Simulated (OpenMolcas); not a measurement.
# CH5OSi (SMILES [CH2][SiH2]O): methods side by side

CH5OSi has 8 atoms, charge 0, and is taken as a doublet. SMILES: `[CH2][SiH2]O`. The coordinates come from a PBE0-D4/def2-TZVP relaxation. This is one conformer, not always the lowest.

Each level gives the vertical ionisation energy (to the singlet cation) (eV). The values are calculated.

```tsv
level	kind	program	value (eV)
U-revPBE/def2-SVPD	GGA	OpenMolcas	9.27
UPBE/def2-SVPD	GGA	OpenMolcas	9.30
U-r2SCAN/def2-SVPD	meta-GGA	OpenMolcas	9.59
UM06-L/def2-SVPD	meta-GGA	OpenMolcas	9.40
UTPSS/def2-SVPD	meta-GGA	OpenMolcas	9.34
UB3LYP/def2-SVPD	global hybrid	OpenMolcas	9.49
UBHLYP/def2-SVPD	global hybrid	OpenMolcas	9.53
UPBE0/def2-SVPD	global hybrid	OpenMolcas	9.59
```

The values span 9.27 to 9.59 eV.
